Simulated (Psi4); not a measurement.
# C3H7F (2-fluoropropane): TPSSh/cc-pVDZ

Aim: the vertical ionisation energy of C3H7F (2-fluoropropane) at TPSSh/cc-pVDZ, from 2 runs. 

The calculation is run with Psi4 1.11.

5 further runs of the same task are left out: 4 that didn't finish, 1 set aside as unsound or not needed.

### 1 The system as given

The species is C3H7F (11 atoms), meant as a singlet with charge 0. As SMILES, `CC(C)F`. The shape is that of a PBE0-D4/def2-TZVP optimisation.

Bond lengths: C1–C2 1.508 Å, C2–C3 1.508 Å, C2–F4 1.396 Å, C1–H5 1.091 Å, C1–H6 1.092 Å, C1–H7 1.092 Å, C2–H8 1.096 Å, C3–H9 1.092 Å, C3–H10 1.091 Å, C3–H11 1.092 Å. Some angles: C1–C2–C3 113.9°, C1–C2–F4 108.3°, C3–C2–F4 108.3°, C1–C2–H8 110.1°, C3–C2–H8 110.1°, F4–C2–H8 105.9°, C2–C1–H5 110.6°, C2–C1–H6 110.3°, C2–C1–H7 110.4°, C2–C3–H9 110.4°.

### 2 Energy and forces at TPSSh/cc-pVDZ

job.py reads:

```python
import psi4

psi4.set_memory(1600000000)
psi4.set_num_threads(1)
psi4.set_output_file('psi4.out', False)

m = psi4.geometry("""
C
C 1 1.507872
C 2 1.507821 1 113.85887
F 2 1.395975 3 108.25902 1 120.43626
H 1 1.091138 2 110.58045 4 56.8664
H 1 1.092402 5 108.41938 2 -121.0406
H 1 1.092498 5 108.64619 6 -117.70059
H 2 1.096392 4 105.93567 1 118.06034
H 3 1.092496 2 110.3566 8 178.72969
H 3 1.091133 9 108.63987 2 121.39149
H 3 1.092465 10 108.42862 9 -117.69456
symmetry c1
no_reorient
no_com
""")

psi4.set_options(dict(puream=True, e_convergence=1e-09, d_convergence=1e-08, scf_type='pk', dft_radial_points=99, dft_spherical_points=590))

e, wfn = psi4.gradient("tpssh/cc-pVDZ", molecule=m, return_wfn=True)
psi4.oeprop(wfn, "MAYER_INDICES", "WIBERG_LOWDIN_INDICES", "LOWDIN_CHARGES", title="TPSSH")
print('gradient / Eh bohr^-1')
print(e.np.round(6))
print(f'energy = {wfn.energy():.10f} Eh')
```

Launch:

```bash
$ python job.py
```

psi4.out:

```text
[...]
  Running in c1 symmetry.
[...]
  Nuclear repulsion =  133.058594560611880
[...]
  Multiplicity = 1
[...]
  Nalpha       = 17
  Nbeta        = 17
[...]
    Number of basis functions: 91
[...]
   @RKS iter   1:  -218.06628440671125   -2.30427e-01   8.66464e-03 DIIS/ADIIS
[...]
   @RKS iter  11:  -218.39681039348488   -1.39266e-12   2.32926e-09 DIIS
[...]
    Orbital Energies [Eh]
    ---------------------
    Doubly Occupied:
       1A    -24.574659     2A    -10.191096     3A    -10.119732
       4A    -10.119717     5A     -1.145575     6A     -0.766673
       7A     -0.680227     8A     -0.573718     9A     -0.477609
      10A     -0.444901    11A     -0.430312    12A     -0.379619
      13A     -0.378263    14A     -0.364875    15A     -0.353273
      16A     -0.298576    17A     -0.295753
[...]
  @RKS Final Energy:  -218.39681039348488
   => Energetics <=
    Nuclear Repulsion Energy =            133.0585945606118798
    One-Electron Energy =                -561.4735263046055707
    Two-Electron Energy =                 236.6372625257288576
    DFT Exchange-Correlation Energy =     -26.6191411752200473
    Empirical Dispersion Energy =           0.0000000000000000
    VV10 Nonlocal Energy =                  0.0000000000000000
    Total Energy =                       -218.3968103934848841
[...]
 Multipole Moments:
 ------------------------------------------------------------------------------------
     Multipole            Electronic (a.u.)      Nuclear  (a.u.)        Total (a.u.)
 ------------------------------------------------------------------------------------
 L = 1.  Multiply by 2.5417464519 to convert [e a0] to [Debye]
 Dipole X            :         -3.2449439            3.7708795            0.5259355
 Dipole Y            :          3.8413786           -4.1922722           -0.3508936
 Dipole Z            :          2.5013494           -2.7297766           -0.2284272
 Magnitude           :                                                    0.6722451
[...]
  -Total Gradient:
     Atom            X                  Y                   Z
    ------   -----------------  -----------------  -----------------
       1       -0.000567882149     0.000017394049     0.000419179640
       2       -0.003699267057     0.001038562149     0.000717652416
       3       -0.000578881750     0.000432950150    -0.000149319762
       4        0.009375250369    -0.005039238091    -0.003291796716
       5        0.000481255309    -0.005898924071     0.002200965018
       6       -0.005258947084     0.002700208325     0.002629483763
       7        0.005056262689     0.003030655329     0.002388584303
       8       -0.005105957758    -0.002770165022    -0.001808342990
       9        0.005061773504     0.003409432057     0.001809788321
      10        0.000465597134    -0.000370025315    -0.006289210431
      11       -0.005228196169     0.003467738511     0.001385099939
[...]
```

The script printed:

```text
gradient / Eh bohr^-1
[[-5.680e-04  1.700e-05  4.190e-04]
 [-3.699e-03  1.039e-03  7.180e-04]
 [-5.790e-04  4.330e-04 -1.490e-04]
 [ 9.375e-03 -5.039e-03 -3.292e-03]
 [ 4.810e-04 -5.899e-03  2.201e-03]
 [-5.259e-03  2.700e-03  2.629e-03]
 [ 5.056e-03  3.031e-03  2.389e-03]
 [-5.106e-03 -2.770e-03 -1.808e-03]
 [ 5.062e-03  3.409e-03  1.810e-03]
 [ 4.660e-04 -3.700e-04 -6.289e-03]
 [-5.228e-03  3.468e-03  1.385e-03]]
energy = -218.3968103935 Eh
```

Wall time 65 s (1 thread of Intel Xeon Platinum 8488C (Sapphire Rapids), shared host); peak memory 1 GiB.

### 3 The doublet cation

c3h7f.in reads:

```
memory 1600 mb

molecule mol {
  1 2
  C     -0.234500     1.045100    -0.703000
  C     -0.479600    -0.306600    -0.081300
  C      0.626400    -0.766200     0.834700
  F     -0.614100    -1.242400    -1.108400
  H     -1.041900     1.303400    -1.390000
  H     -0.180600     1.814100     0.071000
  H      0.707700     1.043900    -1.256000
  H     -1.436600    -0.307200     0.453700
  H      1.578500    -0.788700     0.299400
  H      0.417300    -1.766700     1.216600
  H      0.722800    -0.085600     1.683800
  units angstrom
  symmetry c1
  no_reorient
  no_com
}

set {
  reference            uks
  puream               true
  e_convergence        1e-09
  d_convergence        1e-08
  scf_type             pk
  dft_radial_points    99
  dft_spherical_points 590
  maxiter              100
}

e, wfn = gradient('tpssh/cc-pVDZ', return_wfn=True)
```

Launch:

```bash
$ psi4 -i c3h7f.in -o c3h7f.out -n 1
```

c3h7f.out, cut to the lines that bear on the results:

```text
[...]
  Running in c1 symmetry.
[...]
  Nuclear repulsion =  133.058599214639941
[...]
  Multiplicity = 2
[...]
  Nalpha       = 17
  Nbeta        = 16
[...]
    Number of basis functions: 91
[...]
   @UKS iter   1:  -217.62273013313856    2.13128e-01   9.18964e-03 ADIIS/DIIS
[...]
   @UKS iter  20:  -217.98511080923305   -4.37694e-12   4.90461e-09 DIIS
[...]
   @S^2 Observed:                7.532496323E-01
[...]
  @UKS Final Energy:  -217.98511080923305
   => Energetics <=
    Nuclear Repulsion Energy =            133.0585992146399406
    One-Electron Energy =                -552.2926570553099737
    Two-Electron Energy =                 227.5087335254072798
    DFT Exchange-Correlation Energy =     -26.2597864939702745
    Empirical Dispersion Energy =           0.0000000000000000
    VV10 Nonlocal Energy =                  0.0000000000000000
    Total Energy =                       -217.9851108092330492
[...]
 Multipole Moments:
[...]
  -Total Gradient:
     Atom            X                  Y                   Z
    ------   -----------------  -----------------  -----------------
       1        0.032879174028    -0.016894620689    -0.006763892380
       2       -0.081471773757     0.007863345610     0.053837770908
       3        0.020179185706     0.010148169591    -0.029759398235
       4        0.010099666919    -0.009969630358    -0.017275572302
       5        0.002245837263    -0.007087737610     0.008818113238
       6        0.003313713098    -0.001477769046    -0.005892200343
       7       -0.008967602757     0.010320371171     0.008617295216
       8        0.028421888182    -0.001500479317    -0.017462958482
       9       -0.005512696668     0.002935271895     0.014892176173
      10       -0.005421435936     0.009071561058    -0.004838323016
      11        0.004216059724    -0.003418465122    -0.004174718259
[...]
```

Wall time 2.7 min (1 thread of Intel Xeon Platinum 8488C (Sapphire Rapids), shared host); peak memory 0.99 GiB.

### 4 Summary of results

Level: TPSSh/cc-pVDZ.

| quantity | value |
| --- | --- |
| singlet C3H7F: total energy | -218.39681 Eh |
| singlet C3H7F: dipole moment | 1.71 D |
| singlet C3H7F: HOMO energy | -8.05 eV |
| singlet C3H7F: LUMO energy | 1.71 eV |
| singlet C3H7F: HOMO–LUMO gap | 9.76 eV |
| singlet C3H7F: largest force on an atom | 0.573 eV/Å |
| doublet cation: total energy | -217.98511 Eh |
| doublet cation: HOMO energy (highest over α and β) | -15.42 eV |
| doublet cation: LUMO energy (lowest over α and β) | -14.26 eV |
| doublet cation: ⟨S²⟩ | 0.753 |
| doublet cation: largest force on an atom | 5.038 eV/Å |
| vertical ionisation energy (to the doublet cation) | 11.203 eV |

**Reading.** The vertical ionisation energy comes to 11.20 eV (258 kcal/mol). The largest force (singlet C3H7F) is 0.57 eV/Å: the shape isn't a stationary point for this species at this level. −ε(HOMO) before ionisation, 8.05 eV, is 3.16 eV below this ionisation energy.
